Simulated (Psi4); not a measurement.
# UHF/STO-3G run of O2 (oxygen)

Aim: the vertical electron affinity of O2 (oxygen) at UHF/STO-3G, from 2 runs. 

The results are computed with Psi4 1.11.

### 1 The structure to begin with

O2: 2 atoms, total charge 0, spin state triplet. As SMILES, `O=O`. Geometry: relaxed at PBE0-D4/def2-TZVP.

Bond lengths: O1–O2 1.193 Å.

### 2 A single-point energy at UHF/STO-3G

Contents of input.in:

```
memory 2200 MB

molecule geom {
  0 3
  O
  O 1 1.192806
  symmetry c1
}

set globals {
  reference uhf
  puream true
  e_convergence 1e-09
  d_convergence 1e-08
  scf_type pk
  maxiter 100
}

e_tot, wfn = energy("hf/STO-3G", return_wfn=True)
```

The run is started by

```
psi4 input.in input.out -n 1
```

input.out, cut to the lines that bear on the results:

```text
[...]
  Running in c1 symmetry.
[...]
  Nuclear repulsion =   28.393000607709887
[...]
  Multiplicity = 3
[...]
  Nalpha       = 9
  Nbeta        = 7
[...]
    Number of basis functions: 10
[...]
   @UHF iter   1:  -147.61776342955704   -1.09587e+00   1.47962e-02 DIIS/ADIIS
[...]
   @UHF iter   6:  -147.63270343666136   -1.26192e-11   7.74138e-10 DIIS
[...]
   @S^2 Observed:                2.003406767E+00
[...]
    Orbital Energies [Eh]
    ---------------------
    Alpha Occupied:
       1A    -20.444706     2A    -20.443625     3A     -1.634997
       4A     -1.086444     5A     -0.724851     6A     -0.724851
       7A     -0.614070     8A     -0.409688     9A     -0.409688
    Alpha Virtual:
      10A      0.715191
    Beta Occupied:
       1A    -20.412927     2A    -20.412826     3A     -1.505599
       4A     -0.893809     5A     -0.560097     6A     -0.454748
[...]
  @UHF Final Energy:  -147.63270343666136
   => Energetics <=
    Nuclear Repulsion Energy =             28.3930006077098867
    One-Electron Energy =                -260.8637321676055763
    Two-Electron Energy =                  84.8380281232343094
    Total Energy =                       -147.6327034366613589
  UHF NO Occupations:
  HONO-2 :    7  A 1.9982952
  HONO-1 :    8  A 1.0000000
[...]
 Multipole Moments:
 ------------------------------------------------------------------------------------
     Multipole            Electronic (a.u.)      Nuclear  (a.u.)        Total (a.u.)
 ------------------------------------------------------------------------------------
 L = 1.  Multiply by 2.5417464519 to convert [e a0] to [Debye]
 Dipole X            :         -0.0000000            0.0000000           -0.0000000
 Dipole Y            :          0.0000000            0.0000000            0.0000000
 Dipole Z            :         -0.0000000            0.0000000           -0.0000000
 Magnitude           :                                                    0.0000000
[...]
```

It took 4.8 s on 1 thread of Intel Xeon at 2.50GHz (Skylake/Cascade Lake), shared host; peak memory 0.18 GiB.

### 3 The doublet anion: energy and gradient at UHF/STO-3G

Contents of job.py:

```python
import psi4

psi4.set_memory('2200 MB')
psi4.set_num_threads(1)
psi4.set_output_file('o2.out', False)

geom = psi4.geometry("""
-1 2
O
O 1 1.192806
symmetry c1
""")

psi4.set_options({
    'basis': 'STO-3G',
    'reference': 'uhf',
    'puream': True,
    'e_convergence': 1e-09,
    'd_convergence': 1e-08,
    'scf_type': 'pk',
    'maxiter': 100,
})

e, wfn = psi4.gradient("hf", molecule=geom, return_wfn=True)
psi4.oeprop(wfn, "MULLIKEN_CHARGES", "LOWDIN_CHARGES", "QUADRUPOLE", title="HF")
print('gradient / Eh bohr^-1')
print(e.np.round(6))
print(f'energy = {wfn.energy():.10f} Eh')
```

The run is started by

```
python job.py
```

o2.out, cut to the lines that bear on the results:

```text
[...]
  Running in c1 symmetry.
[...]
  Nuclear repulsion =   28.393000607709887
[...]
  Multiplicity = 2
[...]
  Nalpha       = 9
  Nbeta        = 8
[...]
    Number of basis functions: 10
[...]
   @UHF iter   1:  -147.34779780665173   -8.25903e-01   1.21678e-02 ADIIS/DIIS
[...]
   @UHF iter   6:  -147.35634984715608   -2.13163e-12   3.93416e-10 DIIS
[...]
   @S^2 Observed:                7.507553790E-01
[...]
  @UHF Final Energy:  -147.35634984715608
   => Energetics <=
    Nuclear Repulsion Energy =             28.3930006077098867
    One-Electron Energy =                -270.5605323815550491
    Two-Electron Energy =                  94.8111819266890734
    Total Energy =                       -147.3563498471560820
  UHF NO Occupations:
  HONO-2 :    7  A 2.0000000
  HONO-1 :    8  A 1.9996222
[...]
  -Total Gradient:
     Atom            X                  Y                   Z
    ------   -----------------  -----------------  -----------------
       1        0.000000000000     0.000000000000     0.283970899619
       2       -0.000000000000    -0.000000000000    -0.283970899619
[...]
 Multipole Moments:
 ------------------------------------------------------------------------------------
     Multipole            Electronic (a.u.)      Nuclear  (a.u.)        Total (a.u.)
 ------------------------------------------------------------------------------------
 L = 1.  Multiply by 2.5417464519 to convert [e a0] to [Debye]
 Dipole X            :          0.0000000            0.0000000            0.0000000
 Dipole Y            :         -0.0000000            0.0000000           -0.0000000
 Dipole Z            :         -0.0000000            0.0000000           -0.0000000
 Magnitude           :                                                    0.0000000
 L = 2.  Multiply by 1.3450342976 to convert [e a0^2] to [Debye ang]
 Quadrupole XX       :         -6.5634486            0.0000000           -6.5634486
 Quadrupole XY       :          0.0000000            0.0000000            0.0000000
[...]
```

On the terminal:

```text
gradient / Eh bohr^-1
[[ 0.        0.        0.283971]
 [-0.       -0.       -0.283971]]
energy = -147.3563498472 Eh
```

Wall time 4.8 s (1 thread of Intel Xeon at 2.50GHz (Skylake/Cascade Lake), shared host); peak memory 0.18 GiB.

### 4 What came out

At UHF/STO-3G:

| quantity | value |
| --- | --- |
| triplet O2: total energy | -147.63270 Eh |
| triplet O2: dipole moment | 0.00 D |
| triplet O2: HOMO energy (highest over α and β) | -11.15 eV |
| triplet O2: LUMO energy (lowest over α and β) | 7.56 eV |
| triplet O2: ⟨S²⟩ | 2.003 |
| doublet anion: total energy | -147.35635 Eh |
| doublet anion: HOMO energy (highest over α and β) | 7.49 eV |
| doublet anion: LUMO energy (lowest over α and β) | 23.14 eV |
| doublet anion: ⟨S²⟩ | 0.751 |
| doublet anion: largest force on an atom | 14.602 eV/Å |
| vertical electron affinity (to the doublet anion) | -7.520 eV |

What this shows: The anion lies 7.52 eV (173 kcal/mol) above the neutral: the electron isn't bound at this level, and such a value depends on the basis. Without diffuse functions anions come out too high. Hartree–Fock misses the correlation that binds many anions. In a minimal basis such a difference can be off by several eV, whatever the method. The HOMO (doublet anion) lies at positive energy, 7.49 eV: the electron is unbound at this level or held by a compact basis; values depend on the basis.
